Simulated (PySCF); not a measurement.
C₄H₃NO.
Atom-mapped SMILES: `[CH2:1]=[CH:2][C:3](=[O:4])[C:5]#[N:6]` (hydrogens: H7, H8 on C1; H9 on C2)

Cartesian coordinates in Å at the PBE0-D3(BJ)/def2-SVP level; atoms count from 1:
```xyz
9
C4H3NO angstrom
C     -1.6371    0.0970   -0.0269
C     -0.3848   -0.1704   -0.4125
C      0.7511    0.1727    0.4703
O      0.6570    0.7036    1.5495
C      2.0852   -0.1872   -0.0566
N      3.1328   -0.4666   -0.4624
H     -1.8183    0.5696    0.9431
H     -2.4950   -0.1457   -0.6575
H     -0.1581   -0.6426   -1.3726
```

Theory: PySCF, TDDFT B3LYP/def2-SVPD, vertical, gas phase, core orbitals frozen in the response.

Computed states:

| state | E (eV) | f |
| --- | --- | --- |
| S1 | 3.50 | 0.0000 |
| S2 | 5.16 | 0.215 |
| S3 | 5.39 | 0.0001 |
| S4 | 6.02 | 0.082 |
| S5 | 6.40 | 0.0051 |
| S6 | 6.64 | 0.0000 |
| S7 | 6.88 | 0.0000 |
| S8 | 7.35 | 0.0039 |
| S9 | 7.79 | 0.0076 |
| S10 | 7.91 | 0.110 |

Each state is given a Gaussian of 0.4 eV full width at half maximum, with ε(max) = 2.175×10⁸ f / Δν̃ (Δν̃ the width in cm⁻¹). The width is an assumption, not a result. The curve ends short of the highest state used, and states not computed would add to its high-energy end.

(1) Give the broadened spectrum and its maxima.

(2) Coming from long wavelengths, where does ε first pass 100 L mol⁻¹ cm⁻¹?

(3) Does any computed singlet lie in the visible range?

(4) On this curve, what absorbance would a 10⁻⁴ mol/L sample give at 222 nm over a 1 cm path?

Answers

(1) 
| E (eV) | ε (L mol⁻¹ cm⁻¹) |
| --- | --- |
| 2.90 | 0 |
| 3.05 | 0 |
| 3.20 | 0 |
| 3.35 | 1 |
| 3.51 | 1 |
| 3.66 | 1 |
| 3.81 | 0 |
| 3.96 | 0 |
| 4.11 | 0 |
| 4.27 | 0 |
| 4.42 | 1 |
| 4.57 | 34 |
| 4.72 | 499 |
| 4.88 | 3691 |
| 5.03 | 10770 |
| 5.18 | 14411 |
| 5.33 | 8846 |
| 5.49 | 2270 |
| 5.64 | 722 |
| 5.79 | 2207 |
| 5.94 | 4926 |
| 6.10 | 5000 |
| 6.25 | 2436 |
| 6.40 | 797 |
| 6.55 | 281 |
| 6.70 | 79 |
| 6.86 | 16 |
| 7.01 | 37 |
| 7.16 | 141 |
| 7.31 | 278 |

Maxima: 240 nm (5.16 eV), ε about 15000, made up of S2 (100%); 206 nm (6.02 eV), ε about 5500, made up of S4 (99%) (ε in L mol⁻¹ cm⁻¹; maxima over ε = 5, shares over 10%). At its high-energy end, 7.31 eV, the curve is still rising (ε about 280, from S8).

(2) At about 268 nm (4.63 eV), 1.13 eV above S1.

(3) No computed singlet lies in the visible range (380 to 750 nm); the lowest, at 355 nm, stands 0.23 eV above its violet end (3.26 eV); a Tamm–Dancoff triplet lies at 413 nm, without intensity as long as spin–orbit coupling is left out.

(4) 222 nm is 5.585 eV, where ε is about 850 L mol⁻¹ cm⁻¹, so A = ε c l ≈ 0.085 (Beer–Lambert, with the gas-phase spectrum and the assumed width).

The vertical ionisation energy (ΔSCF) is 10.99 eV, 3.08 eV above S10.

One conformer stands for the species.
